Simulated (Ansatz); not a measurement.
# C2H6Mg: a ladder of functionals and wavefunction methods

One table from this session's results is given with a row withheld; the runs are named, their logs left out.

The runs use Ansatz 0.2.0, Gaussian basis; functionals in def2-TZVPP, the program's frozen cores in correlated methods.

Levels to be run: LDA (SPW92), PBE-D4, revPBE-D4, BLYP-D4, r2SCAN-D4, B97M-V, PBE0-D4, B3LYP-D4, r2SCANh-D4, r2SCAN0-D4, HSE06-D4, BHLYP-D4, CAM-B3LYP-D4, LC-ωPBE, ωB97X-V, ωB97M-V, B2PLYP, PBE-QIDH; CCSD(T)/def2-SVP; CCSD(T)/def2-TZVPP; CCSD(T)/def2-QZVPP; extrapolation to the limit; RPA on PBE.

## The geometry

An earlier PBE0-D4 in a triple-zeta def2 set relaxation fixed the geometry.

9 atoms, charge 0, spin multiplicity 1.

Atoms are counted from 1 here; the program's logs count them from 0.

Bond lengths: C1–C2 1.531 Å, C1–H4 1.095 Å, C1–H5 1.097 Å, C1–H6 1.095 Å, C2–Mg3 2.100 Å, C2–H7 1.098 Å, C2–H8 1.098 Å, Mg3–H9 1.712 Å. Angles: C2–C1–H4 112.1°, C2–C1–H5 112.7°, C2–C1–H6 112.1°, H4–C1–H5 106.5°, H4–C1–H6 106.5°, H5–C1–H6 106.5°, C1–C2–Mg3 116.4°, C1–C2–H7 109.5°, C1–C2–H8 109.5°, Mg3–C2–H7 108.1°, Mg3–C2–H8 108.1°, H7–C2–H8 104.7°, C2–Mg3–H9 179.9°.

The first run:

in.yaml reads:

```yaml
crystal:
  periodic: [false, false, false]
  atoms:
    - {symbol: C, position_ang: [-0.521717, 0.678947, -0.803704]}
    - {symbol: C, position_ang: [0.518218, -0.303684, -0.259201]}
    - {symbol: Mg, position_ang: [0.318958, -0.852608, 1.757619]}
    - {symbol: H, position_ang: [-1.539925, 0.284025, -0.728059]}
    - {symbol: H, position_ang: [-0.359905, 0.923769, -1.860629]}
    - {symbol: H, position_ang: [-0.514635, 1.628864, -0.259601]}
    - {symbol: H, position_ang: [1.524436, 0.112280, -0.401133]}
    - {symbol: H, position_ang: [0.508315, -1.219791, -0.864400]}
    - {symbol: H, position_ang: [0.154855, -1.298303, 3.402107]}
basis:
  gaussian: {orbitals: def2-TZVPP}
hamiltonian: {xc: lda}
output: {orbitals: {seedname: orbitals}}
```

Command:

```console
$ ansatz run in.yaml --threads 2 --pin off --events-out ev --progress --plain --max-ram 22528MiB --backend cpu
```

Steps of the session up to this table: LDA; PBE-D4 (GGA); revPBE-D4 (GGA); BLYP-D4 (GGA); r2SCAN-D4 (meta-GGA); B97M-V (meta-GGA); B3LYP-D4 (hybrid); r2SCANh-D4 (hybrid); r2SCAN0-D4 (hybrid); HSE06-D4 (hybrid); BHLYP-D4 (hybrid); CAM-B3LYP-D4 (range-separated); LC-ωPBE (range-separated); ωB97X-V (range-separated); ωB97M-V (range-separated); B2PLYP (double hybrid); PBE-QIDH (double hybrid).

One table of the session follows, with a row left open; its other results are not shown here.

It belongs to the step «Orbital energies across the functionals». 

```
  functional  HOMO (eV)  gap (eV)
 LDA (SPW92)      -5.31      4.16
      PBE-D4      -5.20      4.22
   revPBE-D4      -5.15      4.24
     BLYP-D4      -5.10      4.15
   r2SCAN-D4      -5.38      4.87
      B97M-V          ?         ?
     PBE0-D4      -6.34      6.03
    B3LYP-D4      -6.16      5.60
  r2SCANh-D4      -5.81      5.50
  r2SCAN0-D4      -6.47      6.44
    HSE06-D4      -5.94      5.28
    BHLYP-D4      -7.42      7.65
CAM-B3LYP-D4      -7.69      8.09
     LC-ωPBE      -9.01     10.39
     ωB97X-V      -8.66      9.93
     ωB97M-V      -8.52      9.32
```

Q: Estimate the row for B97M-V from the others.

As computed: HOMO (eV): -5.49; gap (eV): 4.52. In the column «HOMO (eV)» it lies between r2SCANh-D4 (-5.81) and r2SCAN-D4 (-5.38).
